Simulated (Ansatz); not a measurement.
# CH₃Si (doublet): wave-function methods side by side at distance Si1–C2 = 1.733 Å, cc-pVTZ

The task here is to estimate one member of a computed series from the others.

Method: cc-pVTZ, core rule «outside noble gas», up to 6 orbitals frozen; program: Ansatz 0.2.0, Gaussian basis.

To be run: UHF; CCSD(T) on ROHF; CCSD(T) on UHF; BCCD(T) on ROHF; CCSDT(Q) on ROHF; CCSDT(Q) on UHF; CASSCF and NEVPT2, 3 electrons in 3 orbitals; CASSCF and NEVPT2, 11 electrons in 11 orbitals.

1 further run of the same task is left out (for a known fault of the program). Runs told in other sessions of the task aren't counted.

### The system

The geometry derives from a PBE0/def2-TZVP stationary point (not a proven minimum). One bond is set to the value named and the two fragments are kept rigid.

5 atoms, charge 0, spin multiplicity 2.

Atoms are counted from 1 here; the program's logs count them from 0.

Bond lengths: Si1–C2 1.733 Å, Si1–H3 1.488 Å, Si1–H4 1.488 Å, Si1–H5 1.492 Å. Angles: C2–Si1–H3 112.5°, C2–Si1–H4 112.5°, C2–Si1–H5 101.7°, H3–Si1–H4 109.7°, H3–Si1–H5 110.2°, H4–Si1–H5 110.2°.

Set-up of the first run:

File in.yaml:

```yaml
crystal:
  periodic: [false, false, false]
  atoms:
    - {symbol: Si, position_ang: [-0.002105, 0.000000, 0.449081]}
    - {symbol: C, position_ang: [0.022136, -0.000001, -1.283750]}
    - {symbol: H, position_ang: [0.631066, -1.216386, 1.026195]}
    - {symbol: H, position_ang: [0.631261, 1.216284, 1.026196]}
    - {symbol: H, position_ang: [-1.467440, 0.000117, 0.731588]}
basis:
  gaussian: {orbitals: cc-pVTZ}
magnetization: {spin_polarized: true, initial_magnetization: 1}
hamiltonian: {xc: hf}
output: {orbitals: {seedname: orbitals}}
```

Launch:

```sh
$ ansatz run in.yaml --threads 1 --pin off --events-out ev --progress --plain --max-ram 2560MiB --backend cpu
```

Among the steps run: UHF; CCSD(T) on ROHF; CCSD(T) on UHF; BCCD(T) on ROHF; CCSDT(Q) on ROHF; CCSDT(Q) on UHF; CASSCF and NEVPT2, 3 electrons in 3 orbitals; CASSCF and NEVPT2, 11 electrons in 11 orbitals.

One table of the session follows, with a row left open; its other results are not shown here.

```
        method  from UCCSDT(Q) (kcal/mol)
          ROHF                    +177.50
           UHF                    +164.62
          RMP2                     +35.69
          UMP2                     +35.37
         RCCSD                      +7.14
         UCCSD                      +6.13
      RCCSD(T)                      +1.37
      UCCSD(T)                          ?
       BCCD(T)                      +1.34
        RCCSDT                      +0.28
        UCCSDT                      +0.41
     RCCSDT(Q)                      +0.04
     UCCSDT(Q)                          0
   CASSCF pair                    +163.65
   NEVPT2 pair                     +34.13
CASSCF valence                    +125.36
NEVPT2 valence                     +32.40
```

Estimate the missing values for UCCSD(T).

**Answer.** from UCCSDT(Q) (kcal/mol): +0.29. In the column «from UCCSDT(Q) (kcal/mol)» it lies between RCCSDT (+0.28) and UCCSDT (+0.41).

Limits of these values: The determinant of HF (⟨S²⟩ 1.48) is far from a pure spin state, so its energy mixes those of several spin states; that is harmless only where they are near-degenerate. The determinant of CCSD(T) (⟨S²⟩ 1.48) is far from a pure spin state, so its energy mixes those of several spin states; high orders of coupled cluster remove much of that, low ones don't. The determinant of CCSDT(Q) (⟨S²⟩ 1.48) is far from a pure spin state, so its energy mixes those of several spin states; high orders of coupled cluster remove much of that, low ones don't. Restricted and unrestricted rows rest on different reference determinants; a gap between their highest levels can come from leftover correlation error, from unlike frozen cores or from another state.
